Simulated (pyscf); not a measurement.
Hydrogen abstraction: Li–CH₃ + H atom (H•) → Li–CH₂• + hydrogen (H₂)

Gas phase, doublet surface, charge 0. Bonds broken: C2–H3. Bonds formed: H3–H4. Structures and frequencies: ωB97X-D3(BJ)/def2-SVP in PySCF.

Transition state (Å):

```xyz
6

Li     0.7352    -1.0052     0.2806
C     -0.7971     0.1948     0.3245
H     -1.5499    -0.3997    -0.5950
H     -2.2380    -0.6916    -1.2356
H     -1.5314     0.2241     1.1551
H     -0.7866     1.2197    -0.0991
```

One imaginary mode, 1113i cm⁻¹; descent along it reached the two sides named.

```csv
bond,change,reactant side (Å),saddle,product side
C2–H3,breaks,1.110,1.329,2.6
H3–H4,forms,3.1,0.984,0.765
```

Electronic energies relative to the separated reactants (eV):

```csv
level,barrier,reaction energy,reverse barrier
ωB97X-D3(BJ)/def2-TZVP,0.19,-0.24,0.43
PBE/def2-TZVP,-0.02,-0.17,0.15
r²SCAN/def2-TZVP,-0.09,-0.38,0.29
B3LYP-D3(BJ)/def2-TZVP,-0.04,-0.38,0.34
PBE0-D3(BJ)/def2-TZVP,0.07,-0.18,0.26
M06-2X/def2-TZVP,0.26,-0.25,0.51
ωB97M-D3(BJ)/def2-TZVP,0.20,-0.23,0.43
HF/def2-TZVP,0.62,-0.34,0.97
```

With ωB97M-D3(BJ)/def2-TZVP energies and thermal terms (ideal gas, 1 atm, RRHO with modes under 100 cm⁻¹ raised to 100, one conformer, R ln 2 for chiral ones without a mode under 150 cm⁻¹), in eV:

```
T (K)   ΔH‡   ΔG‡     ΔH     ΔG
-----  ----  ----  -----  -----
298    0.10  0.36  -0.28  -0.34
600    0.08  0.63  -0.27  -0.41
900    0.08  0.91  -0.28  -0.48
1200   0.08  1.19  -0.29  -0.54
```

At PBE, r²SCAN, B3LYP-D3(BJ) this geometry lies under the reactants; that is no barrier but a single point on another level's saddle; such a level's own saddle, if it has one, lies nearer that side and is low. This saddle turned up in a search for another step; its sides and bond changes are read from the two ends of the descent. One saddle was located; it need not be the lowest between these sides. The angle at the transferred H is 168°.
